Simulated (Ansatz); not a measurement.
hcp Co was calculated with PBEsol (Ansatz, an electronic-structure program, plane waves, PAW).

Run with plane-wave cutoff 500 eV, 36×36×18 k mesh (along the axes of the cell as run), Fermi–Dirac smearing 0.1 eV, spin-polarised with parallel moments, scalar-relativistic PAW data made under PBE.

Computed at the level's own relaxed cell.

What does this level give for the equilibrium volume per atom, lattice constant a, lattice parameter c and magnetic moment per atom (the cell's total over its atoms)?


- equilibrium volume per atom: 10.38 Å³/atom
- lattice constant a: 2.456 Å
- lattice parameter c: 3.972 Å
- magnetic moment per atom (the cell's total over its atoms): 1.57 μB

Measured, for comparison: lattice constant a 2.507 Å, lattice parameter c 4.07 Å (293 K, no zero-point or thermal correction; as tabulated in Wikipedia's data pages). Computed (rounded) less measured: lattice constant a -2.0 %, lattice parameter c -2.4 %.

Moments are spin moments.

Static lattice: no zero-point or thermal effects.

It cost around 6 core-minutes (rough) of CPU time.
